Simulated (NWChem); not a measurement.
Species: methanethiol (CH4S); SMILES CS

Program: NWChem. Pople sets run with spherical d functions. STO-3G and 3-21G are far too small for this property and stand as cheap habits. All runs use the structure optimised with PBE-D3(BJ)/def2-SVP. Vertical excitations in the gas phase; the lowest state need not have the same character in each row.

Order these runs by computing time, cheapest first, and give rough ratios: B3LYP/aug-cc-pVDZ, TDA; B3LYP/3-21G, TDA; B3LYP/6-31G*, TDA.

B3LYP/3-21G, TDA (1), B3LYP/6-31G*, TDA (4), B3LYP/aug-cc-pVDZ, TDA (20). Ratios are rough, from one shared machine; the cheapest took around 6 core-seconds (rough). What differs between the cheapest and the dearest: lowest excitation, singlet (eV) 6.20 → 5.01; oscillator strength of that lowest state 0.000 → 0.007; orbital gap (eV) 7.62 → 6.06.
